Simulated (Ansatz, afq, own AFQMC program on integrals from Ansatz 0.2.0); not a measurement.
**SiH₄, singlet: AFQMC among the cluster methods**

```yaml
atoms:
  - { symbol: Si, position_ang: [-0.0338, 0.0338, 0.0336] }
  - { symbol: H, position_ang: [0.8221, 0.8926, 0.8904] }
  - { symbol: H, position_ang: [-0.8933, -0.8206, 0.8910] }
  - { symbol: H, position_ang: [-0.8885, 0.8893, -0.8276] }
  - { symbol: H, position_ang: [1.9004, -1.9035, -1.8886] }
```

Basis 6-31G. Only valence electrons are correlated. Integrals, coupled cluster, full CI and functionals: Ansatz 0.2.0; the random walks run on the same integrals in our own AFQMC program. ph-AFQMC/CISD is guided by a CISD state made of CCSD amplitudes; releasing the constraint for a short imaginary time cuts its bias at the price of noise, slowly where states lie close. Uncertainties: one standard error, sampling alone.

Determinant: RHF, the one that the program's search chose, which needn't be the lowest solution. The geometry is a point of a scan.

Full CI on the same integrals is exact in this basis and with this determinant's frozen core.

Cautions: restricted determinant unstable towards unrestricted (UHF 2.42 eV lower, ⟨S²⟩ 0.96); strong correlation (T1 0.051, weight of the determinant 0.68, largest double 0.62); the CCSD(T) amplitudes may be one of several solutions (largest double 0.62); the CCSDT(Q) amplitudes may be one of several solutions (largest double 0.64); the CCSDTQ amplitudes may be one of several solutions (largest double 0.65); the released energies are still falling, so no released level is given (meV from the phaseless value at times in 1/Eh: -3 ± 4 at 0.24, -5 ± 4 at 0.51, -11 ± 4 at 0.99, -12 ± 4 at 1.62, -16 ± 3 at 2.40).

The T1 diagnostic is 0.0514 and the weight of the determinant in the CISD state is 0.678. The size of the correlated space is 8 electrons in 16 orbitals.

| level | correlation energy (eV) |
| --- | --- |
| MP2 | -2.5756 |
| CCSD | -4.3035 |
| CCSD(T) | -4.4685 |

Problem. Estimate where phaseless AFQMC with the Hartree–Fock trial lies against CCSD(T) on the same integrals.

Solution. 19.75 ± 1.01 kcal/mol above CCSD(T).

Reference: full CI, correlation energy -4.460 eV. The cautions show a poor starting determinant, so the rows tell how each method copes with it here, and full CI is the sure value.

```
        level  E − E(reference) (kcal/mol)  share of correlation (%)
      CCSD(T)                        -0.19                    100.19
        CCSDT                         0.08                     99.92
     CCSDT(Q)                        -0.01                    100.01
       CCSDTQ                         0.00                    100.00
  ph-AFQMC/HF                 19.55 ± 1.01                     80.99
ph-AFQMC/CISD                  0.95 ± 0.11                     99.08
```

CCSDT and higher add their correlation energy to the determinant of the CCSD(T) run, since their own runs factorise the integrals more tightly (a shift of under 2 meV). A walk keeps the symmetry of its determinant, which the program's search chose and which needn't be the lowest solution, so a lower state of the same spin and another symmetry isn't excluded.
